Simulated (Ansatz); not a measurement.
**Dissociation curves of SiH2Cl− (SMILES [SiH2-]Cl)**

The species is SiH2Cl− (4 atoms), meant as a singlet with charge -1. As SMILES, `[SiH2-]Cl`. Geometry: relaxed at GFN2-xTB.

```xyz
4

Si   -0.4879    0.4312    0.2539
Cl    1.6721   -0.1225    0.7745
H    -0.9711   -0.9776    0.1654
H    -0.2132    0.6688   -1.1938
```

The Si1–H4 distance is scanned; the parts on either side stay rigid. Basis STO-3G, 10 core orbitals frozen in the correlated methods; program Ansatz 0.2.0. FCI is exact within this basis and core. Energies in eV from each method's value at 1.493 Å; methods without a U are spin-restricted. The set has no diffuse functions, which an anion needs. The shape above is that at 1.493 Å.

| distance (Å) | SVWN5 | PBE | BHLYP | wB97X | BCCD(T) | CCSDT | FCI |
| --- | --- | --- | --- | --- | --- | --- | --- |
| 1.493 | 0.00 | 0.00 | 0.00 | 0.00 | 0.00 | 0.00 | 0.00 |
| 1.866 | 0.80 | 0.72 | 1.03 | 0.98 | 0.88 | 0.88 | 0.88 |
| 2.239 | 2.19 | 2.04 | 2.67 | 2.62 | 2.34 | 2.33 | 2.34 |
| 2.985 | 4.35 | 4.07 | 5.23 | 5.28 | 4.25 | 4.24 | 4.26 |
| 3.732 | 5.29 | 4.96 | 6.43 | 6.63 | 4.67 | 4.68 | 4.69 |

Departure from the FCI curve at its largest: SVWN5 +0.60 eV at 3.73 Å; PBE -0.30 eV at 2.24 Å; BHLYP +1.74 eV at 3.73 Å; wB97X +1.94 eV at 3.73 Å; BCCD(T) -0.02 eV at 3.73 Å; CCSDT -0.01 eV at 2.98 Å. Restricted functionals keep the electrons paired too, and rise too high.
